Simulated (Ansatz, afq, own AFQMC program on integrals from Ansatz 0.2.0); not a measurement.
InH$_{3}$⁺, doublet: AFQMC among the cluster methods

| atom | x (Å) | y (Å) | z (Å) |
| --- | --- | --- | --- |
| In | 0.0000 | -0.0283 | 0.0008 |
| H | 0.0000 | 3.5089 | -0.1029 |
| H | 0.0000 | -0.2170 | -2.5015 |
| H | 0.0000 | -0.0727 | 2.5097 |

Basis def2-SVP with its core potentials. Noble-gas cores (and the filled d shells of Ga–Kr and In–Xe) are frozen. Ansatz 0.2.0 and our own AFQMC program on the same integrals; the CISD trial comes from CCSD amplitudes, and released means the phaseless constraint is let go. Uncertainties: one standard error, sampling alone. No spin–orbit coupling.

Determinant: UHF, the one that the program's search chose, which needn't be the lowest solution. The geometry is a point of a scan.

Full CI on the same integrals is exact in this basis and with this determinant's frozen core.

Cautions: no spin-orbit coupling; inner d shell frozen; strong correlation (T1 0.050, weight of the determinant 0.84, largest double 0.14); unrestricted determinant spin contaminated (⟨S²⟩ 1.77 against 0.75); CCSD(T) is in doubt: in a space of 5 electrons in 8 natural orbitals full CI lies 126 meV below it; the released energies are still falling, so no released level is given (meV from the phaseless value at times in 1/Eh: -1.1 ± 1.9 at 0.24, -4.1 ± 1.4 at 0.51, -6.9 ± 1.4 at 0.99, -9.4 ± 1.3 at 1.62, -12.3 ± 1.6 at 2.40), though the last usable value meets full CI within the noise.

```
T1 diagnostic                               : 0.0503
weight of the determinant in the CISD state : 0.839
⟨S²⟩ of the determinant                     : 1.765
size of the correlated space                : 5 electrons in 32 orbitals
```

Reference: full CI, correlation energy -1.218 eV. The cautions show a poor starting determinant, so the rows tell how each method copes with it here, and full CI is the sure value.

| level | E − E(reference) (kJ/mol) | share of correlation (%) |
| --- | --- | --- |
| HF | 117.5 | 0.00 |
| MP2 | 59.2 | 49.62 |
| CCSD | 15.6 | 86.72 |
| CCSD(T) | 12.5 | 89.40 |
| CCSDT | 1.2 | 99.01 |
| CCSDT(Q) | 0.0 | 100.01 |
| CCSDTQ | 0.0 | 100.00 |
| ph-AFQMC/CISD | 1.0 ± 0.2 | 99.17 |

CCSDT and higher add their correlation energy to the determinant of the CCSD(T) run, since their own runs factorise the integrals more tightly (a shift of under 2 meV). A walk keeps the symmetry of its determinant, which the program's search chose and which needn't be the lowest solution, so a lower state of the same spin and another symmetry isn't excluded.
